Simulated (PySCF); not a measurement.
Gas-phase reaction: BH2 + BCl3 → BH2Cl + BCl2

Energies from PySCF (xtb for GFN2), thermal terms from the rigid-rotor harmonic-oscillator model, ideal gas at 1 bar. S°(298 K) at PBE0/def2-TZVP differs from the NASA 1993 table for BH2 (+14 J/mol/K); whether the harmonic model or the table's entry is off was not settled. † marks an energy on the PBE0/def2-TZVP geometry and frequencies; other levels use their own. MP2 and CCSD(T) freeze the core. 6-31G* has spherical d functions here. Open shells (unrestricted): BH2 (multiplicity 2), BCl2 (multiplicity 2); the rest are closed-shell singlets. GFN2 has no spin-polarisation term. B3LYP is the form with VWN-RPA correlation. BH2Cl: computed as isolated molecules; such fragments, hydroxides, amides, oligomers or adducts are transient or little studied in the gas. MP2 isn't extrapolated to the basis-set limit; its ΔH°(298 K) is -17.6 kJ in def2-SVP and -20.2 kJ in def2-TZVPP. CCSD(T) isn't extrapolated to the basis-set limit; its ΔH°(298 K) is -25.1 kJ in def2-SVP and -27.3 kJ in def2-TZVPP. The harmonic model lacks anharmonicity and excited electronic states, which grow with temperature; levels with a mode under 35 cm⁻¹ are left out.

```
level                ΔE electronic, kJ  ΔH°(298 K), kJ  ΔS°(298 K), J/K  ΔG°(1400 K), kJ
-------------------  -----------------  --------------  ---------------  ---------------
B3LYP/def2-TZVP†                   -44             -37               21              -58
CCSD(T)/def2-TZVPP†                -34             -27               21              -49
GFN2-xTB                          -100             -92               17             -106
HF/6-31G*                          -36             -28               22              -51
M06-2X/def2-TZVP†                  -39             -32               21              -54
MP2/def2-TZVPP†                    -27             -20               21              -42
PBE/def2-TZVP†                     -45             -38               21              -60
PBE0/def2-QZVP†                    -41             -34               21              -56
PBE0/def2-SVP†                     -33             -26               21              -48
PBE0/def2-TZVP                     -40             -33               21              -55
ωB97X-V/def2-TZVP†                 -34             -27               21              -49
```
ΔH° is lowest at GFN2-xTB and highest at MP2/def2-TZVPP†. No reference value is set beside these.
